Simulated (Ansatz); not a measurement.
in.yaml

```yaml
crystal:
  periodic: [false, false, false]
  atoms:
    - {symbol: Cl, position_ang: [0.000000, 0.000000, -1.294333]}
    - {symbol: H, position_ang: [0.000000, 0.000000, 0.274667]}
    - {symbol: H, position_ang: [0.000000, 0.000000, 1.019667]}
basis:
  gaussian: {orbitals: "6-31++G**"}
magnetization: {spin_polarized: false, initial_magnetization: 1}
correlation: {active_space: {window: {electrons: 1, orbitals: 1}}}
accuracy: high
```

```sh
$ ansatz run in.yaml --threads 1 --pin off --events-out ev --progress --plain --max-ram 2393MiB
```

Q: What does the program do with this input?

A: Converged. The settings were drawn as a stress test.
```
572 factors; integrals over basis functions are off by at most 3.7e-9 eV
mean field evaluation 1: about -12531.3138 eV, gradient 8.3e0 eV
mean field evaluation 2: about -12531.3201 eV, gradient 8.2e0 eV
mean field evaluation 4: about -12531.8571 eV, gradient 1.1e0 eV
mean field evaluation 8: about -12531.8931 eV, gradient 2.5e-1 eV
mean field evaluation 16: about -12531.7969 eV, gradient 1.2e0 eV
mean field evaluation 32: about -12530.8862 eV, gradient 7.2e-1 eV
mean field -12531.89456630 eV, -460.5386308884 hartree, gradient 7.9e-8 eV, S^2 0.750000; 5 other end points of the search recorded, 0 dependent functions left out
reference -12531.89456630 eV, -460.5386308884 hartree; 10, 9 occupied and 25, 26 virtual orbitals, 572 factors
state -12531.89456630 eV, -460.5386308884 hartree
Total energy: -12531.89456630 eV, -460.5386308884 hartree
```
